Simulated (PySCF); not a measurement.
# Ne: ionisation energy

Ne [Ne] (1S) → Ne⁺ [He] 2s2 2p5 (2P), as a difference of total energies. All numbers are calculated (PySCF 2.14, no relativity, point nucleus, in def2-TZVP (5s3p2d1f, 31 functions)). Correlated levels: valence: 1s2 frozen. The calculations carry no spin-orbit coupling.

```csv
method,ionisation energy (eV)
UHF,19.673
M06-L,21.200
B3LYP,21.682
MP2 (valence),21.534
SCS-MP2 (valence),21.388
CCSD (valence),21.274
CCSD(T) (valence),21.321
```

Problem. How much does correlation contribute at CCSD(T) (valence)?

Solution. 21.321 − (19.673) = 1.648 eV, measured against UHF.

Errors of the correlated levels include the incompleteness of this basis and the frozen core.

For comparison: 21.597 eV (measured; NIST levels, between the centres of gravity of the two terms).
